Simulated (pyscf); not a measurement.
Single points on ωB97X-D3(BJ)/def2-SVP structures (PySCF, gas phase). MP2 and CC: frozen core, UHF for open shells. ΔMP2 is the change of the MP2 total energy from the triple- to the quadruple-zeta basis.

Problem. List the bond dissociation enthalpies at 298 K of H₂B–NH₂ from CCSD(T)/def2-TZVPP + ΔMP2(QZVPP), from the weakest bond up.

Solution. B–H to [HB–NH₂]• + H•: 4.59 eV; H–N to [H₂B–NH]• + H•: 4.93 eV; B–N to BH₂• + NH₂•: 6.09 eV. Ring and multiple bonds, and those that leave no two simple radicals, are not listed. The radicals are drawn with the spin at the cut bond; how far it spreads was not checked. [H₂B–NH]• lies 0.36 eV over its isomer [HB–NH₂]•, and others may lie lower still (electronic energy, ωB97M-D3(BJ)). Other isomers of [HB–NH₂]• were not searched in full and may lie lower. The CCSD(T) − MP2 part came from Ansatz, without density fitting, on the same reference.
